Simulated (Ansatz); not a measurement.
The input, for Ansatz 0.2.0:

```yaml
crystal:
  periodic: [false, false, false]
  atoms:
    - {symbol: Si, position_ang: [0.000000, 0.000000, 0.075579]}
    - {symbol: C, position_ang: [0.000000, 0.000000, -1.650691]}
    - {symbol: H, position_ang: [0.000000, 0.000000, 1.575112]}
basis:
  gaussian: {orbitals: 6-31G}
magnetization: {spin_polarized: false, initial_magnetization: 3}
correlation: {method: ccsdtq, electrons: outside_noble_gas}
```

```sh
$ ansatz run in.yaml --threads 1 --pin off --events-out ev --progress --plain --max-ram 2393MiB
```

Output:

```
505 factors; integrals over basis functions are off by at most 5.3e-8 eV
mean field evaluation 1: about -8897.8295 eV, gradient 1.0e1 eV
mean field evaluation 2: about -8897.8319 eV, gradient 1.0e1 eV
mean field evaluation 4: about -8898.4888 eV, gradient 1.5e0 eV
mean field evaluation 8: about -8898.5111 eV, gradient 2.3e-1 eV
mean field evaluation 16: about -8898.4178 eV, gradient 3.5e0 eV
mean field evaluation 32: about -8894.3151 eV, gradient 9.1e0 eV
mean field evaluation 64: about -8898.2744 eV, gradient 2.3e-4 eV
mean field evaluation 96: about -8898.2096 eV, gradient 3.0e0 eV
mean field evaluation 128: about -8894.3151 eV, gradient 9.1e0 eV
mean field evaluation 160: about -8898.2730 eV, gradient 2.7e-1 eV
...
cycle  20  -4.42674742 eV  change   -6.6e-7 eV  update   8.4e-5
cycle  21  -4.42670718 eV  change    4.0e-5 eV  update   4.5e-5
cycle  22  -4.42670706 eV  change    1.1e-7 eV  update   2.1e-5
cycle  23  -4.42670079 eV  change    6.3e-6 eV  update   1.2e-5
cycle  24  -4.42669534 eV  change    5.4e-6 eV  update   7.1e-6
cycle  25  -4.42669400 eV  change    1.3e-6 eV  update   3.5e-6
cycle  26  -4.42669382 eV  change    1.8e-7 eV  update   2.2e-6
cycle  27  -4.42669652 eV  change   -2.7e-6 eV  update   1.5e-6
cycle  28  -4.42669909 eV  change   -2.6e-6 eV  update   9.0e-7
cycle  29  -4.42669831 eV  change    7.8e-7 eV  update   6.4e-7
WARN: these amplitudes may be one of several solutions (largest doubles amplitude 0.94, level shift 0.00 eV)
Total energy: -8902.70114317 eV, -327.1682325440 hartree
```

For the same geometry and basis full CI lies 1.8 meV higher.

Ran on 1 thread of Intel Xeon Platinum 8259CL, shared host: 63 s wall, 0.32 GiB peak host memory.
